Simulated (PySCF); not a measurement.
Predicted microwave data (PBE0-D3(BJ)/def2-SVP geometry optimisation, gas phase (PySCF)) for one isomer of C2H7N:

```
Rotational constants : A = 35172, B = 9356, C = 8283 MHz
Dipole components    : |μa| = 0.00 D, |μb| = 0.10 D, |μc| = 0.90 D
Inertial defect      : -7.37 u·Å²
κ                    : -0.92
```

Question: Which structure is it? (One computed conformer of each.)
A. `CNC`
B. `[CH3:1][CH2:2][NH2:3]` with C1–C2–N3–H 179° and -64°

Answer: A. It is CNC, a near-prolate asymmetric top, point group Cs. The candidates at the same level (rigid rotor, commonest isotopes):

```tsv
SMILES	A (MHz)	B (MHz)	C (MHz)	μa (D)	μb (D)	μc (D)	Δ (u·Å²)	point group	rotor
CNC	35172	9356	8283	0.00	0.10	0.90	-7.37	Cs	near-prolate asymmetric top
CCN	32860	8985	7895	0.29	0.61	1.11	-7.61	–	near-prolate asymmetric top
```

`CCN` has A 7 % too low. In the right answer the mirror of this Cs structure is the bc plane, so μa vanishes by symmetry. No structure here is proved a minimum.
